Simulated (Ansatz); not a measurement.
Relaxation of BH4NO (7 atoms, charge 0, multiplicity 1), to a largest force component of 0.03 eV/Å in at most 50 steps.

Level of theory: Ansatz, RKS BHLYP/def2-SVP.

```xyz
7
Properties=species:S:1:pos:R:3
B 0.226 0.074 -0.015
O 0.450 -0.248 1.311
H -0.333 -0.514 1.787
H 1.167 0.434 -0.660
N -1.046 0.007 -0.602
H -1.879 -0.287 -0.123
H -1.203 0.252 -1.561
```

Task: Where does it end, and by what steps?

Result: The forces met the threshold. After 4 steps the energy has fallen by 0.013 eV; H3 moved furthest, 0.02 Å.

```
step  energy less start (eV)  largest force component (eV/Å)  accepted
   0                  0.0000                           0.950       yes
   1                 -0.0102                           0.396       yes
   2                 -0.0127                           0.105       yes
   3                 -0.0131                           0.120       yes
   4                 -0.0133                           0.016       yes
```

```xyz
7
Properties=species:S:1:pos:R:3
B 0.215 0.075 0.000
O 0.454 -0.241 1.299
H -0.314 -0.520 1.792
H 1.156 0.430 -0.655
N -1.049 0.006 -0.601
H -1.892 -0.279 -0.134
H -1.187 0.248 -1.564
```

Whether the end is a true minimum wasn't checked by a vibrational analysis.

The run took 8.9 s on 1 thread of Arm Neoverse V1, with other jobs on the host, peak memory 0.13 GiB.
